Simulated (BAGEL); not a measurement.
# HF/def2-SVP (density fitting with qzvpp-jkfit) run of C2HClFO− (SMILES [O-]/C=C(/F)Cl)

Aim: the vertical ionisation energy of C2HClFO− at HF/def2-SVP (density fitting with qzvpp-jkfit), from 2 runs. 

The calculation is run with BAGEL 1.2.2.

1 further run of the same task is left out (it didn't finish).

### Step 1. The structure to begin with

C2HClFO−: 6 atoms, total charge -1, spin state singlet. As SMILES, `[O-]/C=C(/F)Cl`. Geometry: relaxed at GFN2-xTB.

Bond lengths: O1–C2 1.251 Å, C2–C3 1.352 Å, C3–F4 1.392 Å, C3–Cl5 1.741 Å, C2–H6 1.122 Å. Angles: O1–C2–C3 130.0°, C2–C3–F4 121.5°, C2–C3–Cl5 127.0°, F4–C3–Cl5 111.4°, O1–C2–H6 119.7°, C3–C2–H6 110.3°.

### Step 2. A single-point energy at HF/def2-SVP (density fitting with qzvpp-jkfit)

Input file calc.json:

```json
{ "bagel" : [

{
  "title" : "molecule",
  "basis" : "svp",
  "df_basis" : "qzvpp-jkfit",
  "angstrom" : true,
  "geometry" : [
    { "atom" : "O", "xyz" : [   -1.548270,    0.513920,    0.843300 ] },
    { "atom" : "C", "xyz" : [   -0.405270,    0.040130,    0.657680 ] },
    { "atom" : "C", "xyz" : [    0.332050,   -0.033240,   -0.473730 ] },
    { "atom" : "F", "xyz" : [    1.595450,   -0.617830,   -0.482930 ] },
    { "atom" : "Cl", "xyz" : [   -0.137690,    0.491220,   -2.066060 ] },
    { "atom" : "H", "xyz" : [    0.163720,   -0.394190,    1.521740 ] }
  ]
},
{ "title" : "hf", "charge" : -1 },
{ "title" : "print", "file" : "orbitals.molden", "orbitals" : true }

]}
```

Run with:

```bash
BAGEL_NUM_THREADS=1 BAGEL calc.json > calc.out
```

The program printed:

```text
* using 1 threads per process

  ===============================================================
  ===============================================================

  *** Geometry ***

  { "atom" : "O", "xyz" : [     -2.925806,      0.971168,      1.593606 ] },
  { "atom" : "C", "xyz" : [     -0.765849,      0.075835,      1.242835 ] },
  { "atom" : "C", "xyz" : [      0.627484,     -0.062814,     -0.895220 ] },
  { "atom" : "F", "xyz" : [      3.014964,     -1.167529,     -0.912605 ] },
  { "atom" : "Cl", "xyz" : [     -0.260196,      0.928271,     -3.904288 ] },
  { "atom" : "H", "xyz" : [      0.309386,     -0.744911,      2.875672 ] },

  Number of auxiliary basis functions:      450

  Since a DF basis is specified, we compute 2- and 3-index integrals:
    o Being stored without compression. Storage requirement is 0.022 GB

  Number of basis functions:       79
  Number of electrons      :       47

    * METHOD: MOLECULE                             0.52

  *** RHF ***

  === Nuclear Repulsion ===
   202.9156613094

      * DIIS with orbital gradients will be used.

  === RHF iteration (svp) ===
      0       -709.44312652          0.02091058           0.11
      1       -709.58030439          0.01737914           0.10
      2       -709.71761065          0.00223651           0.10
      3       -709.72160903          0.00101930           0.10
      4       -709.72255196          0.00029191           0.10
      5       -709.72270366          0.00013701           0.10
      6       -709.72272551          0.00005827           0.10
      7       -709.72273001          0.00001240           0.10
      8       -709.72273025          0.00000445           0.07
      9       -709.72273028          0.00000141           0.07
     10       -709.72273028          0.00000045           0.07
     11       -709.72273028          0.00000016           0.07
     12       -709.72273028          0.00000007           0.10
     13       -709.72273028          0.00000003           0.08
     14       -709.72273028          0.00000001           0.08
     15       -709.72273028          0.00000001           0.07
    * SCF iteration converged.

    * Permanent dipole moment:
           (   -1.045536,     0.278251,     0.978496) a.u.

    * METHOD: HF                                   1.76

    * METHOD: PRINT                                0.01

  ===============================================================
```

It took 2.9 s on 1 thread of Intel Xeon at 2.50GHz (Skylake/Cascade Lake), shared host.

### Step 3. Doublet neutral C2HClFO

Input file input.json:

```json
{ "bagel" : [

{
  "title" : "molecule",
  "basis" : "svp",
  "df_basis" : "qzvpp-jkfit",
  "angstrom" : "true",
  "geometry" : [
    { "atom" : "O", "xyz" : [      -1.548270,       0.513920,       0.843300 ] },
    { "atom" : "C", "xyz" : [      -0.405270,       0.040130,       0.657680 ] },
    { "atom" : "C", "xyz" : [       0.332050,      -0.033240,      -0.473730 ] },
    { "atom" : "F", "xyz" : [       1.595450,      -0.617830,      -0.482930 ] },
    { "atom" : "Cl", "xyz" : [      -0.137690,       0.491220,      -2.066060 ] },
    { "atom" : "H", "xyz" : [       0.163720,      -0.394190,       1.521740 ] }
  ]
},

{
  "title" : "uhf",
  "nopen" : 1
},

{
  "title" : "print",
  "file" : "orbitals.molden",
  "orbitals" : "true"
}

]}
```

Run with:

```bash
BAGEL_NUM_THREADS=1 BAGEL input.json > input.out
```

The program printed:

```text
* using 1 threads per process

  ===============================================================
  ===============================================================

  *** Geometry ***

  { "atom" : "O", "xyz" : [     -2.925806,      0.971168,      1.593606 ] },
  { "atom" : "C", "xyz" : [     -0.765849,      0.075835,      1.242835 ] },
  { "atom" : "C", "xyz" : [      0.627484,     -0.062814,     -0.895220 ] },
  { "atom" : "F", "xyz" : [      3.014964,     -1.167529,     -0.912605 ] },
  { "atom" : "Cl", "xyz" : [     -0.260196,      0.928271,     -3.904288 ] },
  { "atom" : "H", "xyz" : [      0.309386,     -0.744911,      2.875672 ] },

  Number of auxiliary basis functions:      450

  Since a DF basis is specified, we compute 2- and 3-index integrals:
    o Being stored without compression. Storage requirement is 0.022 GB

  Number of basis functions:       79
  Number of electrons      :       47

    * METHOD: MOLECULE                             0.44

  *** Open-shell HF ***

  === Nuclear Repulsion ===
   202.9156613094

      * DIIS with orbital gradients will be used.

  === UHF iteration (svp) ===
      0       -709.40060470          0.04345025           0.21
      1       -709.48914964          0.04122405           0.20
      2       -709.55504271          0.03328089           0.20
      3       -709.68353167          0.00212915           0.19
      4       -709.68941898          0.00141186           0.20
      5       -709.69255556          0.00111513           0.22
      6       -709.69625464          0.00085553           0.20
      7       -709.69834364          0.00063862           0.20
      8       -709.69982644          0.00025807           0.21
      9       -709.69990784          0.00015174           0.23
     10       -709.69992695          0.00005575           0.23
     11       -709.69993228          0.00003184           0.20
     12       -709.69993388          0.00000757           0.23
     13       -709.69993405          0.00000418           0.22
     14       -709.69993415          0.00000201           0.23
     15       -709.69993418          0.00000146           0.22
     16       -709.69993419          0.00000118           0.22
     17       -709.69993420          0.00000097           0.21
     18       -709.69993421          0.00000075           0.21
     19       -709.69993421          0.00000052           0.24
     20       -709.69993421          0.00000032           0.19
     21       -709.69993421          0.00000017           0.20
     22       -709.69993421          0.00000010           0.21
     23       -709.69993421          0.00000007           0.21
     24       -709.69993421          0.00000005           0.21
     25       -709.69993421          0.00000003           0.16
     26       -709.69993421          0.00000003           0.23
     27       -709.69993421          0.00000002           0.25
     28       -709.69993421          0.00000001           0.25
     29       -709.69993421          0.00000001           0.23
    * SCF iteration converged.

    * S^2 (UHF) is 0.9424

    * Permanent dipole moment:
           (   -0.315934,     0.147283,    -0.058760) a.u.

    * METHOD: UHF                                  6.77

    * METHOD: PRINT                                0.02

  ===============================================================
```

Run time: 8.1 s. Hardware: 1 thread of Intel Xeon at 2.50GHz (Skylake/Cascade Lake), shared host.

### Step 4. What came out

Level: HF/def2-SVP (density fitting with qzvpp-jkfit).

```
                                                               quantity          value
                                         singlet C2HClFO−: total energy  -709.72273 Eh
                                          singlet C2HClFO−: HOMO energy       -2.36 eV
                                          singlet C2HClFO−: LUMO energy       10.67 eV
singlet C2HClFO−: HOMO–LUMO gap (to an unbound level, set by the basis)       13.02 eV
                                  doublet neutral C2HClFO: total energy  -709.69993 Eh
                                 doublet neutral C2HClFO: dipole moment         0.90 D
                                          doublet neutral C2HClFO: ⟨S²⟩          0.942
                    vertical detachment energy (to the doublet neutral)       0.620 eV
```

In words: Removing an electron at fixed nuclei costs 0.62 eV (59.9 kJ/mol). −ε(HOMO) before ionisation, 2.36 eV, is 1.74 eV above this ionisation energy. ⟨S²⟩ (doublet neutral C2HClFO) is 0.94 where a pure doublet has 0.75: the reference is spin-contaminated.
